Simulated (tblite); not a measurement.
Species: C4H5ClO.
Atom-mapped SMILES: `[O:1]=[C:2]([Cl:3])[CH:4]1[CH2:5][CH2:6]1` (hydrogens: H7 on C4; H8, H9 on C5; H10, H11 on C6)

Computed with GFN2-xTB (tblite), gas phase: L-BFGS steps from a force-field or distance-geometry start until the largest atomic force falls under 0.01 eV/Å.

At the end of the run (lengths in Å): O1=C2 1.187, C5–H8 1.079, C5–C6 1.481, C6–H10 1.079, C2–C4 1.460, C2–Cl3 1.780, C6–H11 1.078, C2–C4–C5 121.2°, O1–C2–C4 127.4°, Cl3–C2–C4 113.7°, O1–C2–Cl3 118.8°, O1–C2–C4–C5 145°, C2–C4–C5–C6 110°, C2–C4–C6–C5 -110°, H10–C6–C4–C2 140°, H8–C5–C4–C2 1°.

Question: These geometries were met on the way; a selection of coordinates is given. Order them by energy above the end point, lowest first.
A. O1=C2 1.188, C5–H8 1.072, C5–C6 1.468, C6–H10 1.071, C2–C4 1.454, C2–Cl3 1.809, C6–H11 1.068, C2–C4–C5 117.1°, O1–C2–C4 128.5°, Cl3–C2–C4 115.1°, O1–C2–Cl3 116.2°, O1–C2–C4–C5 147°, C2–C4–C5–C6 113°, C2–C4–C6–C5 -104°, H10–C6–C4–C2 151°, H8–C5–C4–C2 6°
B. O1=C2 1.190, C5–H8 1.080, C5–C6 1.494, C6–H10 1.087, C2–C4 1.467, C2–Cl3 1.797, C6–H11 1.088, C2–C4–C5 114.3°, O1–C2–C4 124.4°, Cl3–C2–C4 117.3°, O1–C2–Cl3 118.3°, O1–C2–C4–C5 148°, C2–C4–C5–C6 113°, C2–C4–C6–C5 -102°, H10–C6–C4–C2 155°, H8–C5–C4–C2 11°
C. O1=C2 1.189, C5–H8 1.082, C5–C6 1.487, C6–H10 1.084, C2–C4 1.463, C2–Cl3 1.774, C6–H11 1.082, C2–C4–C5 118.5°, O1–C2–C4 127.6°, Cl3–C2–C4 113.2°, O1–C2–Cl3 119.1°, O1–C2–C4–C5 147°, C2–C4–C5–C6 113°, C2–C4–C6–C5 -106°, H10–C6–C4–C2 145°, H8–C5–C4–C2 4°
D. O1=C2 1.253, C5–H8 1.122, C5–C6 1.521, C6–H10 1.111, C2–C4 1.492, C2–Cl3 1.752, C6–H11 1.106, C2–C4–C5 111.4°, O1–C2–C4 118.7°, Cl3–C2–C4 120.4°, O1–C2–Cl3 120.8°, O1–C2–C4–C5 148°, C2–C4–C5–C6 112°, C2–C4–C6–C5 -100°, H10–C6–C4–C2 159°, H8–C5–C4–C2 13°
E. O1=C2 1.183, C5–H8 1.076, C5–C6 1.473, C6–H10 1.076, C2–C4 1.463, C2–Cl3 1.784, C6–H11 1.073, C2–C4–C5 119.0°, O1–C2–C4 129.7°, Cl3–C2–C4 112.8°, O1–C2–Cl3 117.4°, O1–C2–C4–C5 146°, C2–C4–C5–C6 113°, C2–C4–C6–C5 -106°, H10–C6–C4–C2 146°, H8–C5–C4–C2 3°

Answer: C (0.029 eV), E (0.054 eV), A (0.118 eV), B (0.228 eV), D (0.611 eV).

```json
{"step": "9", "E above end (eV)": "0.029", "rms distance from the end, all atoms (Å)": "0.075", "largest force (eV/Å)": "0.200", "rms shift of all bonds from the end (Å)": "0.004"}
{"step": "6", "E above end (eV)": "0.054", "rms distance from the end, all atoms (Å)": "0.088", "largest force (eV/Å)": "0.470", "rms shift of all bonds from the end (Å)": "0.005"}
{"step": "4", "E above end (eV)": "0.118", "rms distance from the end, all atoms (Å)": "0.109", "largest force (eV/Å)": "0.544", "rms shift of all bonds from the end (Å)": "0.011"}
{"step": "2", "E above end (eV)": "0.228", "rms distance from the end, all atoms (Å)": "0.127", "largest force (eV/Å)": "0.861", "rms shift of all bonds from the end (Å)": "0.010"}
{"step": "0", "E above end (eV)": "0.611", "rms distance from the end, all atoms (Å)": "0.141", "largest force (eV/Å)": "4.758", "rms shift of all bonds from the end (Å)": "0.033"}
```

Rows stand in the order of the answer.
